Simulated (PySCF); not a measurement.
C4H5F.
SMILES: `C[C@@H]1C=C1F`

The closed-shell ground state was solved at several levels (PySCF, density fitting, gas phase, non-relativistic). Geometry: PBE0-D3(BJ)/def2-SVP; no solvent, vibrations or thermal averaging.

| level | basis functions | HOMO (eV) | LUMO (eV) | gap (eV) | dipole (D) |
| --- | --- | --- | --- | --- | --- |
| BHandHLYP/pcSseg-2 | 250 | -8.31 | 1.20 | 9.51 | 1.34 |
| wB97X-D/pcSseg-2 | 250 | -9.07 | 2.20 | 11.27 | 1.20 |
| HF/pcSseg-2 | 250 | -9.87 | 2.74 | 12.61 | 1.41 |
| HF/def2-SVPD | 143 | -9.96 | 2.65 | 12.61 | 1.47 |
| PBE/pcSseg-2 | 250 | -6.05 | -0.69 | 5.36 | 1.06 |
| LDA/pcSseg-2 | 250 | -6.21 | -0.95 | 5.26 | 1.14 |
| mPW1PW91/pcSseg-2 | 250 | -7.26 | 0.35 | 7.61 | 1.20 |
| PBE0/6-31G | 55 | -7.11 | 0.79 | 7.90 | 1.35 |
| PBE0/cc-pVDZ | 95 | -7.06 | 0.79 | 7.85 | 0.96 |
| B3LYP/pcJ-1 | 185 | -7.02 | 0.28 | 7.30 | 1.13 |
| PBE0/6-311+G(2d,p) | 165 | -7.24 | 0.22 | 7.46 | 1.24 |

Estimate the row for LC-wPBE/pcSseg-2, a basis of 250 functions; the other rows only guide the guess.

HOMO -9.95 eV, LUMO 2.48 eV, gap 12.43 eV, dipole 1.25 D.

How much does the basis alone move the frontier levels among the 3 PBE0 rows?

The HOMO by 0.18 eV and the LUMO by 0.57 eV. By rising basis size (HOMO, LUMO in eV): 6-31G -7.11, 0.79; cc-pVDZ -7.06, 0.79; 6-311+G(2d,p) -7.24, 0.22.

In the pcSseg-2 basis, how does the gap go with the fixed share of exact exchange?

LDA (0 %) 5.26 eV; PBE (0 %) 5.36 eV; mPW1PW91 (25 %) 7.61 eV; BHandHLYP (50 %) 9.51 eV; HF (100 %) 12.61 eV. Each rise in the share widens the gap here.

How far do the dipole and the HOMO energy spread over the levels?

The dipole runs from 0.96 to 1.47 D (mean 1.23 D) and the HOMO from -9.96 to -6.05 eV.
